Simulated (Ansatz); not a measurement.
**[CH3···H···H], doublet: transfer scan**

Starting geometry:

```xyz
6

C    -0.1250    0.0000    0.0000
H    -0.4882    1.0273    0.0000
H    -0.4882   -0.5137    0.8897
H    -0.4882   -0.5137   -0.8897
H     0.9646    0.0000    0.0000
H     1.9890    0.0000    0.0000
```

From there H5 is moved from one fragment to the other while all else, the fragments' distance too, stays fixed; atoms are numbered as listed. Energies are in eV, counted from the starting geometry at the same level.

Basis cc-pVTZ; Ansatz 0.2.0. Correlated methods freeze the noble-gas cores. Prefix R: restricted or restricted open-shell reference; prefix U: unrestricted.

Full CI isn't at hand for all of this; UCCSDT(Q) serves as the reference, and is uncertain by about the last step of the cluster series.

```json
{"distance C1-H5 (Å)": "1.090", "UHF": "0.000"}
{"distance C1-H5 (Å)": "1.130", "UHF": "0.036"}
{"distance C1-H5 (Å)": "1.209", "UHF": "0.152"}
{"distance C1-H5 (Å)": "1.289", "UHF": "0.263"}
{"distance C1-H5 (Å)": "1.369", "UHF": "0.364"}
```

Question: Estimate the UCCSDT(Q) curve in cc-pVTZ from this one, knowing how UHF errs.

Answer: The computed UCCSDT(Q) values, in eV from the starting point, and the error of UHF against them:
```csv
distance C1-H5 (Å),UCCSDT(Q),UHF less UCCSDT(Q)
1.090,0.000,0.000
1.130,0.004,0.032
1.209,0.077,0.076
1.289,0.185,0.079
1.369,0.327,0.036
```

The error spans 0.079 eV and is largest, 0.079 eV, at 1.289 Å.
